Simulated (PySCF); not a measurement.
**Spin states of MgCl**

Unrestricted PBE0; PySCF, no relativity, basis sets Mg 6-311G(d,p), Cl 6-311G(d,p). Outer shells of the fragments: Mg 3s2; Cl 3s2 3p5.

Followed along the bond (rough minima from three points):

| 2Ms+1 | unpaired | ⟨S²⟩ at the start | R at minimum (Å) | Te (eV) |
| --- | --- | --- | --- | --- |
| 2 | σ ↑ | 0.75 | 2.23 | 0.00 |
| 4 | σ ↑, π ↑↑ | 3.75 | none in the scan | ≤ 5.87 |

Solutions found at the starting distance of 2.325 Å, counted from the lowest of them; the search is not exhaustive and high or unbound solutions are not listed, so other states can lie among these:

```csv
2Ms+1,unpaired,term,E (eV),⟨S²⟩,⟨Lz²⟩,μ (D)
2,σ ↑,²Σ⁺,0.00,0.75,0.00,-4.26
2,π ↑,²Π,3.17,0.76,1.00,-5.39
2,π ↑,²Π,4.38,0.75,1.01,3.55
4,"σ ↑, π ↑↑",mixed,6.07,3.75,2.01,3.05
4,"σ ↑, π ↑↑",mixed,6.20,3.75,2.01,3.16
4,"σ ↑↑, π ↑",⁴Π,7.03,3.75,1.00,2.80
```

A term symbol is given only where ⟨S²⟩ and ⟨Lz²⟩ are close to those of a pure state; real π, δ and φ orbitals otherwise mix terms. A positive dipole means Mg(−)Cl(+).

Counting both spins, an empty level lies below a filled one in some of these solutions, because spin and occupation are held.
